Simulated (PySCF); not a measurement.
Gas-phase reaction: Si2C + 6 CH3F ⇌ 2 SiH2F + CF4 + 2 C3H7 (i-propyl)

Method: PySCF energies plus ideal-gas RRHO corrections (1 bar). S°(298 K) at PBE0/def2-TZVP differs from the NASA 1993 table for Si2C (+23 J/mol/K); whether the harmonic model or the table's entry is off was not settled. † marks an energy on the PBE0/def2-TZVP geometry and frequencies; other levels use their own. 6-31G* has spherical d functions here. Open shells (unrestricted): SiH2F (multiplicity 2), C3H7 (i-propyl) (multiplicity 2); the rest are closed-shell singlets. SiH2F: computed as isolated molecules; such fragments, hydroxides, amides, oligomers or adducts are transient or little studied in the gas. The harmonic model lacks anharmonicity and excited electronic states, which grow with temperature; levels with a mode under 35 cm⁻¹ are left out. Internal rotation in C3H7 (i-propyl) is treated as a harmonic vibration of one conformer, which makes the entropy rough. Warning, point group unlike the PBE0 one: Si2C (HF/6-31G*).

ΔH° and ΔS° at 298 K: BLYP/def2-TZVP† -212 kJ, -252 J/K; HF/6-31G* -494 kJ, -255 J/K; HF/def2-TZVP† -464 kJ, -252 J/K; PBE0/def2-QZVP† -331 kJ, -252 J/K; ωB97M-V/def2-TZVP† -274 kJ, -252 J/K.

With the heat capacities included, give log10 K (1 bar) at 500, 600, 1200, 1800, 2500 K from BLYP/def2-TZVP†, HF/6-31G*, HF/def2-TZVP†, PBE0/def2-QZVP†, ωB97M-V/def2-TZVP†.


```json
[
 {"T (K)": "500", "BLYP/def2-TZVP†": "9.3", "HF/6-31G*": "38.4", "HF/def2-TZVP†": "35.6", "PBE0/def2-QZVP†": "21.7", "ωB97M-V/def2-TZVP†": "15.8"},
 {"T (K)": "600", "BLYP/def2-TZVP†": "5.8", "HF/6-31G*": "30.0", "HF/def2-TZVP†": "27.7", "PBE0/def2-QZVP†": "16.1", "ωB97M-V/def2-TZVP†": "11.2"},
 {"T (K)": "1200", "BLYP/def2-TZVP†": "-2.3", "HF/6-31G*": "9.5", "HF/def2-TZVP†": "8.7", "PBE0/def2-QZVP†": "2.9", "ωB97M-V/def2-TZVP†": "0.4"},
 {"T (K)": "1800", "BLYP/def2-TZVP†": "-4.5", "HF/6-31G*": "3.2", "HF/def2-TZVP†": "2.8", "PBE0/def2-QZVP†": "-1.0", "ωB97M-V/def2-TZVP†": "-2.7"},
 {"T (K)": "2500", "BLYP/def2-TZVP†": "-5.5", "HF/6-31G*": "-0.2", "HF/def2-TZVP†": "-0.2", "PBE0/def2-QZVP†": "-3.0", "ωB97M-V/def2-TZVP†": "-4.2"}
]
```
